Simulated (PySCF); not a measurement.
# How far are cheaper levels from CCSD(T)/CBS for BF?

PySCF; the state is a singlet (closed shell). The composite is CCSD(T) extrapolated to the basis-set limit from two correlation-consistent sets, with core-valence (CV) and scalar-relativistic (SR) terms as its label shows; it has no spin–orbit coupling and nothing beyond (T). Here it is CCSD(T)/CBS(TQ)+CV+SR. It gives Re = 1.263 Å, ωe = 1404 cm⁻¹ and De = 7.92 eV to B + F.

```json
{"level": "RHF", "basis": "def2-TZVPP", "relativity": "no relativity", "Re (Å)": "1.249", "ωe (cm⁻¹)": "1495", "De (eV)": "5.94"}
{"level": "RHF-SCS-MP2", "basis": "x2c-SVPall", "relativity": "spin-free X2C", "Re (Å)": "1.269", "ωe (cm⁻¹)": "1428", "De (eV)": "7.70"}
{"level": "RHF-SCS-MP2", "basis": "def2-TZVPP", "relativity": "no relativity", "Re (Å)": "1.269", "ωe (cm⁻¹)": "1409", "De (eV)": "7.85"}
{"level": "RHF-CCSD(T)", "basis": "def2-SVPD", "relativity": "no relativity", "Re (Å)": "1.286", "ωe (cm⁻¹)": "1330", "De (eV)": "7.47"}
{"level": "PBE", "basis": "def2-TZVPPD", "relativity": "no relativity", "Re (Å)": "1.277", "ωe (cm⁻¹)": "1350", "De (eV)": "8.07"}
{"level": "r²SCANh", "basis": "STO-3G", "relativity": "no relativity", "Re (Å)": "1.266", "ωe (cm⁻¹)": "1538", "De (eV)": "8.57"}
{"level": "PBE0", "basis": "x2c-SVPall", "relativity": "spin-free X2C", "Re (Å)": "1.263", "ωe (cm⁻¹)": "1427", "De (eV)": "7.85"}
{"level": "r²SCAN0", "basis": "def2-TZVPP", "relativity": "no relativity", "Re (Å)": "1.258", "ωe (cm⁻¹)": "1438", "De (eV)": "7.56"}
{"level": "M06-2X", "basis": "def2-TZVPPD", "relativity": "no relativity", "Re (Å)": "1.262", "ωe (cm⁻¹)": "1428", "De (eV)": "7.96"}
{"level": "B2PLYP", "basis": "def2-SVPD", "relativity": "no relativity", "Re (Å)": "1.273", "ωe (cm⁻¹)": "1364", "De (eV)": "7.72"}
```

Task: Give the difference of each row from the composite.

Result: 

```json
{"level": "RHF", "basis": "def2-TZVPP", "ΔRe (pm)": "-1.4", "Δωe (%)": "+6.5", "ΔDe (eV)": "-1.98"}
{"level": "RHF-SCS-MP2", "basis": "x2c-SVPall", "ΔRe (pm)": "+0.6", "Δωe (%)": "+1.7", "ΔDe (eV)": "-0.22"}
{"level": "RHF-SCS-MP2", "basis": "def2-TZVPP", "ΔRe (pm)": "+0.6", "Δωe (%)": "+0.4", "ΔDe (eV)": "-0.07"}
{"level": "RHF-CCSD(T)", "basis": "def2-SVPD", "ΔRe (pm)": "+2.3", "Δωe (%)": "-5.3", "ΔDe (eV)": "-0.45"}
{"level": "PBE", "basis": "def2-TZVPPD", "ΔRe (pm)": "+1.4", "Δωe (%)": "-3.8", "ΔDe (eV)": "+0.15"}
{"level": "r²SCANh", "basis": "STO-3G", "ΔRe (pm)": "+0.3", "Δωe (%)": "+9.5", "ΔDe (eV)": "+0.65"}
{"level": "PBE0", "basis": "x2c-SVPall", "ΔRe (pm)": "+0.0", "Δωe (%)": "+1.6", "ΔDe (eV)": "-0.07"}
{"level": "r²SCAN0", "basis": "def2-TZVPP", "ΔRe (pm)": "-0.5", "Δωe (%)": "+2.4", "ΔDe (eV)": "-0.36"}
{"level": "M06-2X", "basis": "def2-TZVPPD", "ΔRe (pm)": "-0.1", "Δωe (%)": "+1.7", "ΔDe (eV)": "+0.04"}
{"level": "B2PLYP", "basis": "def2-SVPD", "ΔRe (pm)": "+1.0", "Δωe (%)": "-2.8", "ΔDe (eV)": "-0.20"}
```

Task: Which rows come closest in De?

Result: M06-2X in def2-TZVPPD (+0.04 eV), counted from the composite.

Correlated steps freeze 2 core orbitals. Correlated levels converge slowly with the basis: in double zeta they bind strong bonds too weakly, by up to about 1 eV, and carry superposition errors of some tenths. Where the molecule has an RHF reference, its open-shell atoms are computed with UHF. B2PLYP dipoles, levels and charges come from its SCF part alone. STO-3G is very small, so such numbers show the basis as much as the molecule.
